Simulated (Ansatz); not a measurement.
A displaced shape of doublet CH3O:

```xyz
5

C     0.0811   -0.0141   -0.6705
O     0.0237   -0.0937    0.6556
H    -0.0319    0.8123    1.0183
H     0.0845   -1.0133   -1.1106
H    -0.4309    0.8418   -1.2370
```

It was optimised with PBE0/def2-SVP in Ansatz (development build ahead of 0.2.0) to forces under 0.001 eV/Å, with unrestricted orbitals. Each step stands on the lowest determinant of that kind that the program's search found.

Q: What shape does it relax to, and how does the optimisation go?

A:

```xyz
5

C     0.0590   -0.0283   -0.6801
O     0.0343   -0.0695    0.6718
H    -0.0444    0.8262    1.0152
H     0.0843   -1.0121   -1.1520
H    -0.4066    0.8167   -1.1991
```

Bond lengths: C1–O2 1.353 Å, O2–H3 0.962 Å, C1–H4 1.091 Å, C1–H5 1.096 Å. Angles: C1–O2–H3 109.3°, O2–C1–H4 113.9°, O2–C1–H5 119.3°, H4–C1–H5 120.0°.

| step | E − E(start) (eV) | largest force (eV/Å) |
| --- | --- | --- |
| 1 | 0.0000 | 1.7021 |
| 2 | -0.0660 | 0.5584 |
| 3 | -0.0727 | 0.0427 |
| 4 | -0.0729 | 0.0105 |
| 5 | -0.0729 | 0.0033 |
| 6 | -0.0730 | 0.0012 |
| 7 | -0.0730 | 0.0002 |

The optimisation ended after 7 steps with its threshold met.
